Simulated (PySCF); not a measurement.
**SiH3S (SMILES [SiH2]S): U-wB97X-V/STO-3G**

What is the vertical ionisation energy of SiH3S at U-wB97X-V/STO-3G? 

The calculation is run with PySCF 2.14.0.

6 further runs of the same task are left out: 6 set aside as unsound or not needed.

## (1) The system as given

The species is SiH3S (5 atoms), meant as a doublet with charge 0. SMILES: `[SiH2]S`. Geometry: relaxed at PBE0-D4/def2-TZVP. This is one conformer, not always the lowest.

Bond lengths: Si1–S2 2.132 Å, Si1–H3 1.492 Å, Si1–H4 1.488 Å, S2–H5 1.344 Å. Angles: Si1–S2–H5 94.7°, S2–Si1–H3 111.4°, S2–Si1–H4 105.0°, H3–Si1–H4 110.5°.

## (2) A single-point energy at U-wB97X-V/STO-3G

The input, run.py:

```python
from pyscf import gto, dft

mol = gto.M(
    atom='''
Si  -0.096300  -0.694000  -0.309300
S    0.273100   1.406000  -0.294500
H   -0.094500  -1.256800   1.073000
H   -1.440300  -0.843200  -0.929900
H    1.407800   1.314300   0.419300
''',
    verbose=3,
    max_memory=1860,
    spin=1,
    charge=0,
    basis='sto-3g',
)

mf = dft.UKS(mol, xc='wb97x-v')
mf.nlcgrids.level = 1
mf.conv_tol = 1e-10
mf.grids.level = 5
mf.kernel()
if not mf.converged:
    mf = mf.newton().run(mf.mo_coeff, mf.mo_occ)

etot = mf.e_tot
print(f'total energy: {etot:.8f} hartree')
```

Started as:

```sh
$ OMP_NUM_THREADS=1 python run.py
```

Standard output:

```text
WARN: HOMO -0.093754932058398 >= LUMO -0.0937549320583987

converged SCF energy = -681.56118076491  <S^2> = 0.75133994  2S+1 = 2.0013395
total energy: -681.56118076 hartree
```

Wall time 18 s (1 thread of Arm Neoverse V2, shared host); peak memory 0.21 GiB.

## (3) The singlet cation

The input, job.py:

```python
from pyscf import gto, dft

mol = gto.M(
    atom=[
    ('Si', (-0.096300, -0.694000, -0.309300)),
    ('S', (0.273100, 1.406000, -0.294500)),
    ('H', (-0.094500, -1.256800, 1.073000)),
    ('H', (-1.440300, -0.843200, -0.929900)),
    ('H', (1.407800, 1.314300, 0.419300)),
],
    spin=0,
    charge=1,
    basis='sto-3g',
    verbose=4,
    max_memory=1860,
)

mf = dft.RKS(mol, xc='wb97x-v')
mf.nlcgrids.level = 1
mf.conv_tol = 1e-10
mf.grids.level = 5
mf.kernel()
if not mf.converged:
    mf = mf.newton().run(mf.mo_coeff, mf.mo_occ)

etot = mf.e_tot
print('E = %.10f Eh' % etot)
```

Started as:

```sh
$ OMP_NUM_THREADS=1 python job.py
```

Standard output:

```text
PySCF version 2.14.0

[INPUT] num. atoms = 5
[INPUT] num. electrons = 32
[INPUT] charge = 1
[INPUT] spin (= nelec alpha-beta = 2S) = 0
[INPUT] symmetry False subgroup None
[INPUT] Mole.unit = angstrom
[INPUT] Symbol           X                Y                Z      unit          X                Y                Z       unit  Magmom
[INPUT]  1 Si    -0.096300000000  -0.694000000000  -0.309300000000 AA   -0.181980625796  -1.311469930448  -0.584492290328 Bohr   0.0
[INPUT]  2 S      0.273100000000   1.406000000000  -0.294500000000 AA    0.516084204619   2.656954931138  -0.556524343684 Bohr   0.0
[INPUT]  3 H     -0.094500000000  -1.256800000000   1.073000000000 AA   -0.178579118771  -2.375007793353   2.027676131658 Bohr   0.0
[INPUT]  4 H     -1.440300000000  -0.843200000000  -0.929900000000 AA   -2.721772537211  -1.593417068233  -1.757256323233 Bohr   0.0
[INPUT]  5 H      1.407800000000   1.314300000000   0.419300000000 AA    2.660356438163   2.483667045516   0.792362164030 Bohr   0.0

nuclear repulsion = 80.9278954524049
number of shells = 13
number of NR pGTOs = 63
number of NR cGTOs = 21
basis = sto-3g
ecp = {}

******** <class 'pyscf.dft.rks.RKS'> ********
method = RKS
initial guess = minao
damping factor = 0
level_shift factor = 0
DIIS = <class 'pyscf.scf.diis.CDIIS'>
diis_start_cycle = 1
diis_space = 8
diis_damp = 0
SCF conv_tol = 1e-10
SCF conv_tol_grad = None
SCF max_cycles = 50
direct_scf = True
direct_scf_tol = 1e-13
XC library pyscf.dft.libxc version 7.0.0
    S. Lehtola, C. Steigemann, M. J.T. Oliveira, and M. A.L. Marques.,  SoftwareX 7, 1–5 (2018)
XC functionals = wb97x-v
    N. Mardirossian and M. Head-Gordon.,  Phys. Chem. Chem. Phys. 16, 9904-9924 (2014)
radial grids:
    Treutler-Ahlrichs [JCP 102, 346 (1995); DOI:10.1063/1.469408] (M4) radial grids

becke partition: Becke, JCP 88, 2547 (1988); DOI:10.1063/1.454033
pruning grids: <function nwchem_prune>
grids dens level: 5
symmetrized grids: False
atomic radii adjust function: <function treutler_atomic_radii_adjust>
** Following is NLC and NLC Grids **
NLC functional = wb97x-v
radial grids:
    Treutler-Ahlrichs [JCP 102, 346 (1995); DOI:10.1063/1.469408] (M4) radial grids

becke partition: Becke, JCP 88, 2547 (1988); DOI:10.1063/1.454033
pruning grids: <function nwchem_prune>
grids dens level: 1
symmetrized grids: False
atomic radii adjust function: <function treutler_atomic_radii_adjust>
small_rho_cutoff = 0
Set gradient conv threshold to 1e-05
Initial guess from minao.
tot grids = 157224
tot grids = 20144
init E= -681.045581169297
  HOMO = -0.304703821118041  LUMO = -0.0937549320583985  gap/eV = 5.74021
cycle= 1 E= -681.274780086643  delta_E= -0.229  |g|= 0.378  |ddm|= 2.52
  HOMO = -0.466841727925109  LUMO = -0.269956281595369  gap/eV = 5.35753
cycle= 2 E= -681.268205860643  delta_E= 0.00657  |g|= 0.449  |ddm|= 1.57
  HOMO = -0.534921401033708  LUMO = -0.239698911392582  gap/eV = 8.03341
cycle= 3 E= -681.352924533464  delta_E= -0.0847  |g|= 0.0167  |ddm|= 0.807
  HOMO = -0.534272839296152  LUMO = -0.228192730704224  gap/eV = 8.32886
cycle= 4 E= -681.353172511581  delta_E= -0.000248  |g|= 0.0062  |ddm|= 0.0521
  HOMO = -0.536920585722488  LUMO = -0.228035740371154  gap/eV = 8.40518
cycle= 5 E= -681.353210926547  delta_E= -3.84e-05  |g|= 0.00158  |ddm|= 0.0211
  HOMO = -0.536456912915053  LUMO = -0.228016714105595  gap/eV = 8.39309
cycle= 6 E= -681.353215144883  delta_E= -4.22e-06  |g|= 0.000469  |ddm|= 0.00794
  HOMO = -0.536566955258974  LUMO = -0.22807630356609  gap/eV = 8.39446
cycle= 7 E= -681.353215539097  delta_E= -3.94e-07  |g|= 0.000115  |ddm|= 0.00277
  HOMO = -0.536604754160183  LUMO = -0.228045766457807  gap/eV = 8.39632
cycle= 8 E= -681.3532155549  delta_E= -1.58e-08  |g|= 2.16e-05  |ddm|= 0.000485
  HOMO = -0.536605574505149  LUMO = -0.228048401766527  gap/eV = 8.39627
cycle= 9 E= -681.353215555637  delta_E= -7.37e-10  |g|= 4.45e-06  |ddm|= 0.000108
  HOMO = -0.536605766270667  LUMO = -0.228048562324327  gap/eV = 8.39627
cycle= 10 E= -681.353215555677  delta_E= -3.94e-11  |g|= 1.32e-06  |ddm|= 2.65e-05
  HOMO = -0.53660555601826  LUMO = -0.228048625415937  gap/eV = 8.39626
Extra cycle  E= -681.353215555681  delta_E= -3.75e-12  |g|= 7.04e-07  |ddm|= 5.57e-06
converged SCF energy = -681.353215555681
E = -681.3532155557 Eh
```

Wall time 17 s (1 thread of Arm Neoverse V2, shared host); peak memory 0.2 GiB.

## (4) Outcome

Level: U-wB97X-V/STO-3G.

```
                                          quantity          value
                       doublet SiH3S: total energy  -681.56118 Eh
                      doublet SiH3S: dipole moment         1.18 D
 doublet SiH3S: HOMO energy (highest over α and β)       -4.93 eV
  doublet SiH3S: LUMO energy (lowest over α and β)        3.32 eV
                               doublet SiH3S: ⟨S²⟩          0.751
                      singlet cation: total energy  -681.35322 Eh
                       singlet cation: HOMO energy      -14.60 eV
                       singlet cation: LUMO energy       -6.21 eV
                     singlet cation: HOMO–LUMO gap        8.40 eV
vertical ionisation energy (to the singlet cation)       5.659 eV
```

Removing an electron at fixed nuclei costs 5.66 eV (131 kcal/mol). Only the singlet of the ionised species was computed; a triplet could lie lower. In a minimal basis such a difference can be off by several eV, whatever the method. Mulliken charges (doublet SiH3S) run from -0.13 on H4 to +0.35 on Si1; they depend strongly on the basis. Mulliken charges (singlet cation) run from +0.00 on H4 to +0.68 on Si1; they depend strongly on the basis.
